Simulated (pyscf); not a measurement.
Optimised with ωB97X-D3(BJ)/def2-SVP in PySCF.

### Question
Estimate by transition-state theory the rate constant of H₂Se (SMILES [SeH2]) + GaH₃ (SMILES [GaH3]) → H₂Ga–SeH (SMILES [GaH2][SeH]) + H₂ (SMILES [H][H]) (singlet surface; H–Se, Ga–H broken, Ga–Se, H–H formed) at 900 K, with ωB97M-D3(BJ)/def2-TZVP energies (ideal gas, 1 atm, RRHO with modes under 100 cm⁻¹ raised to 100, one conformer, R ln 2 for chiral ones without a mode under 150 cm⁻¹; no tunnelling).

### Answer
The electronic barrier is 6.9 kcal/mol and the thermal terms add +28.0, so ΔG‡ = 34.9 kcal/mol. With k_BT/h = 1.88e+13 s⁻¹ and RT = 1.788 kcal/mol, and a volume of 1.23e-19 cm³ per molecule at 1 atm, k = 7.7e-15 cm³ molecule⁻¹ s⁻¹. Wigner's tunnelling factor for 1200i cm⁻¹ would be 1.15. A shift of 1 kcal/mol in the barrier changes k by a factor 1.7. On the reactant side the descent ends in an adduct with a Ga–Se contact, 15.1 kcal/mol under the separated species and 17.2 kcal/mol under the saddle at ωB97X-D3(BJ)/def2-TZVP. What is counted as formed (Ga–Se) is already present as a longer contact in the reactant adduct; forming that adduct is a step of its own. At ωB97X-D3(BJ)/def2-TZVP the barrier from the zero used here is 2.1 kcal/mol. This is the saddle that the search found; another between the same sides may lie lower. Elements up to Kr have no core potential and no relativistic terms here.
